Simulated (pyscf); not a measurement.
Structures and frequencies: ωB97X-D3(BJ)/def2-SVP in PySCF.

Problem. `[GeH3][BiH2]` + `[H][H]` → `[BiH3]` + `[GeH4]`
Surface: singlet. Broken: Bi–Ge, H–H. Formed: Bi–H, Ge–H. Give ΔE‡ and ΔE from ωB97M-D3(BJ)/def2-TZVP, relative to the separated reactants.

Solution. ΔE‡ = 70.5 kcal/mol, ΔE = +6.9 kcal/mol. Zero-point energy shifts the barrier by +0.9 kcal/mol. It is a four-centre exchange, with an imaginary mode of 933i cm⁻¹. The same reactants have a lower exit, to GeH₃• + BiH₂• + H₂ (no saddle counted: cutting one bond costs +50.8 kcal/mol at ωB97M-D3(BJ)/def2-TZVP, against +70.5 kcal/mol here). This is the saddle that the search found; another between the same sides may lie lower. One closed-shell reference is unstable to symmetry breaking; treat the single-reference values with care. Elements up to Kr have no core potential and no relativistic terms here. Elements past Kr carry the def2 core potentials, without spin-orbit coupling.
